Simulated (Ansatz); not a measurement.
# Al₂H₄ (singlet): from Hartree-Fock to the top rungs at distance Al1–Al2 = 2.617 Å, cc-pVTZ

An exercise on one series of results from a longer session: the logs are not shown, and one member is left open.

Method: cc-pVTZ, core rule «outside noble gas», up to 10 orbitals frozen; program: Ansatz 0.2.0, Gaussian basis.

To be run: UHF; CCSD(T) on RHF; BCCD(T) on RHF; CCSDT(Q) on RHF.

**What is computed**

The geometry derives from a PBE0/def2-TZVP stationary point (not a proven minimum). One bond is set to the value named and the two fragments are kept rigid.

6 atoms, charge 0, spin multiplicity 1.

Atoms are counted from 1 here; the program's logs count them from 0.

Bond lengths: Al1–Al2 2.617 Å, Al1–H3 1.595 Å, Al1–H4 1.595 Å, Al2–H5 1.595 Å, Al2–H6 1.595 Å. Angles: Al2–Al1–H3 121.9°, Al2–Al1–H4 121.9°, H3–Al1–H4 116.1°, Al1–Al2–H5 121.9°, Al1–Al2–H6 121.9°, H5–Al2–H6 116.1°.

Set-up of the first run:

in.yaml reads:

```yaml
crystal:
  periodic: [false, false, false]
  atoms:
    - {symbol: Al, position_ang: [0.000000, 0.000000, 1.308589]}
    - {symbol: Al, position_ang: [0.000000, 0.000000, -1.308589]}
    - {symbol: H, position_ang: [0.000000, 1.353331, 2.152404]}
    - {symbol: H, position_ang: [0.000000, -1.353331, 2.152404]}
    - {symbol: H, position_ang: [0.000000, 1.353331, -2.152404]}
    - {symbol: H, position_ang: [0.000000, -1.353331, -2.152404]}
basis:
  gaussian: {orbitals: cc-pVTZ}
magnetization: {spin_polarized: true, initial_magnetization: 0}
hamiltonian: {xc: hf}
output: {orbitals: {seedname: orbitals}}
```

On the command line:

```bash
> ansatz run in.yaml --threads 1 --pin off --events-out ev --progress --plain --max-ram 2816MiB --backend cpu
```

Steps of the session up to this table: UHF; CCSD(T) on RHF; BCCD(T) on RHF; CCSDT(Q) on RHF.

One table of the session follows, with a row left open; its other results are not shown here.

```
   method  from RCCSDT(Q) (kcal/mol)
      RHF                    +130.88
     RMP2                     +28.90
    RCCSD                      +3.53
 RCCSD(T)                          ?
  BCCD(T)                      +0.74
   RCCSDT                      +0.11
RCCSDT(Q)                          0
```

Estimate the missing values for RCCSD(T).

The run gave: from RCCSDT(Q) (kcal/mol): +0.75. In the column «from RCCSDT(Q) (kcal/mol)» it lies between BCCD(T) (+0.74) and RCCSD (+3.53).
